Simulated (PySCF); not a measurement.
Species: C₃H₂Cl (charge +1).
Structure used (PBE0-D3(BJ)/def2-SVP), in Å, numbered top down from 1:
```xyz
6
C3H2Cl angstrom
Cl     1.494   -1.681    0.777
C      0.455   -0.512    0.322
C      0.205    0.683   -0.308
C     -0.816    0.008    0.289
H      0.548    1.554   -0.874
H     -1.879   -0.051    0.543
```

Method: PBE0-D3(BJ)/def2-SVP geometry optimisation, gas phase in PySCF.

Masses are those of the commonest isotopes; rigid-rotor values at the optimised geometry. 

**Question.** What are A, B and C (MHz)?

**Answer.** Ia = 16.41, Ib = 124.76, Ic = 141.18 u·Å²; 505379 MHz·u·Å²/I gives A = 30791, B = 4051, C = 3580 MHz.

**Question.** Classify the top.

**Answer.** A near-prolate asymmetric top: κ = (2 × 4051 − 30791 − 3580)/(30791 − 3580) = -0.97.

**Question.** What does the inertial defect say?

**Answer.** Planar: Δ = Ic − Ia − Ib = 0.00 u·Å². For a rigid frame Δ = −2 Σ m c², so it vanishes when all atoms lie in the ab plane; here none is more than 0.01 Å from it.

**Question.** Which lines would a microwave search look for?

**Answer.** The dipole components (about the centre of mass, as the species is charged) are |μa| = 4.56 D, |μb| = 0.00 D, |μc| = 0.00 D; the symmetry axis of this C2v structure is a, so μb and μc vanish by symmetry and there are no b-type or c-type lines. Some lines, for components of 0.1 D or more:

| type | branch | J(Ka,Kc) | MHz | lower level (cm⁻¹) |
| --- | --- | --- | --- | --- |
| a | Q | 1(1,0) ← 1(1,1) | 471 | 1.146 |
| a | Q | 2(1,1) ← 2(1,2) | 1413 | 1.640 |
| a | Q | 3(1,2) ← 3(1,3) | 2825 | 2.380 |
| a | Q | 4(1,3) ← 4(1,4) | 4709 | 3.366 |
| a | R | 1(0,1) ← 0(0,0) | 7630 | 0.000 |
| a | R | 2(1,2) ← 1(1,1) | 14790 | 1.146 |
| a | R | 2(0,2) ← 1(0,1) | 15255 | 0.255 |
| a | R | 2(1,1) ← 1(1,0) | 15732 | 1.162 |
| a | R | 3(1,3) ← 2(1,2) | 22181 | 1.640 |
| a | R | 3(0,3) ← 2(0,2) | 22867 | 0.763 |
| a | R | 3(2,2) ← 2(2,1) | 22891 | 4.363 |
| a | R | 3(2,1) ← 2(2,0) | 22916 | 4.363 |
| a | R | 3(1,2) ← 2(1,1) | 23594 | 1.687 |
| a | R | 4(1,4) ← 3(1,3) | 29568 | 2.380 |
| a | R | 4(0,4) ← 3(0,3) | 30460 | 1.526 |
| a | R | 4(2,3) ← 3(2,2) | 30517 | 5.126 |
| a | R | 4(3,2) ← 3(3,1) | 30534 | 9.626 |
| a | R | 4(3,1) ← 3(3,0) | 30534 | 9.626 |
| a | R | 4(2,2) ← 3(2,1) | 30578 | 5.127 |
| a | R | 4(1,3) ← 3(1,2) | 31451 | 2.474 |

**Question.** Estimate the classical rotational partition function at 25 K, 50 K and 298.15 K.

**Answer.** Point group C2v, symmetry number σ = 2; q = (√π/σ)·√((kT/h)³/(ABC)), k/h = 20836.6 MHz/K: 499 at 25 K, 1410 at 50 K, 20500 at 298.15 K.

PBE0-D3(BJ)/def2-SVP frequencies: not computed here. These are rigid-rotor constants of the computed structure; measured ground-state constants (B0) also hold zero-point vibration. Quadrupole hyperfine structure (35Cl) is left out.

Hardware: Arm Neoverse V1, one thread, shared host. Cost: 7.4 s of wall time. That covers the optimisation of the geometry.
